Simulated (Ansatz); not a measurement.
# CH3FN2: small, medium and large basis sets

One table from this session's results is given with a row withheld; the runs are named, their logs left out.

Program: Ansatz 0.2.0, Gaussian basis. Level of theory: one geometry, several basis sets. These are calculated values, not measurements.

Levels to be run: PBE0-D4/def2-SVP; ωB97M-V/def2-SVP; PBE0-D4/def2-QZVPP; ωB97M-V/def2-QZVPP; the functionals' def2-TZVPP values are taken from earlier runs.

### The geometry

All runs share one geometry, relaxed beforehand with PBE0-D4 in a triple-zeta def2 set.

7 atoms, charge 0, spin multiplicity 1.

Atoms are counted from 1 here; the program's logs count them from 0.

Bond lengths: N1–C2 1.252 Å, N1–H5 1.013 Å, C2–N3 1.356 Å, C2–F4 1.350 Å, N3–H6 1.005 Å, N3–H7 1.004 Å. Angles: C2–N1–H5 111.7°, N1–C2–N3 126.2°, N1–C2–F4 124.1°, N3–C2–F4 109.8°, C2–N3–H6 115.5°, C2–N3–H7 117.5°, H6–N3–H7 117.2°.

The first run:

The input, in.yaml:

```yaml
crystal:
  periodic: [false, false, false]
  atoms:
    - {symbol: N, position_ang: [-0.840085, 1.050137, -0.309596]}
    - {symbol: C, position_ang: [-0.251216, -0.045466, -0.170390]}
    - {symbol: N, position_ang: [0.778132, -0.298518, 0.674704]}
    - {symbol: F, position_ang: [-0.590149, -1.174770, -0.827919]}
    - {symbol: H, position_ang: [-1.621000, 0.976348, -0.950965]}
    - {symbol: H, position_ang: [1.221157, 0.511583, 1.070846]}
    - {symbol: H, position_ang: [1.364459, -1.087216, 0.467720]}
basis:
  gaussian: {orbitals: def2-SVP}
hamiltonian: {xc: pbe0, dispersion: d4}
output: {orbitals: {seedname: orbitals}}
```

Started as:

```
$ ansatz run in.yaml --threads 2 --pin off --events-out ev --progress --plain --max-ram 4352MiB
```

Among the steps run: PBE0-D4 in def2-SVP; ωB97M-V in def2-SVP; PBE0-D4 in def2-QZVPP; ωB97M-V in def2-QZVPP.

One of the session's tables, all rows but one given; the rest of the session is left out.

It belongs to the step «Density functionals: the series». 

```
functional       basis  HOMO (eV)  LUMO (eV)
   PBE0-D4    def2-SVP      -7.26       1.53
   PBE0-D4  def2-TZVPP      -7.54       0.90
   PBE0-D4  def2-QZVPP          ?          ?
   ωB97M-V    def2-SVP      -9.54       3.37
   ωB97M-V  def2-TZVPP      -9.84       2.31
   ωB97M-V  def2-QZVPP      -9.90       1.65
```

**Question.** Estimate the row for PBE0-D4, def2-QZVPP.

**Answer.** HOMO (eV): -7.60; LUMO (eV): 0.49. In the column «HOMO (eV)» it lies between ωB97M-V, def2-SVP (-9.54) and PBE0-D4, def2-TZVPP (-7.54).
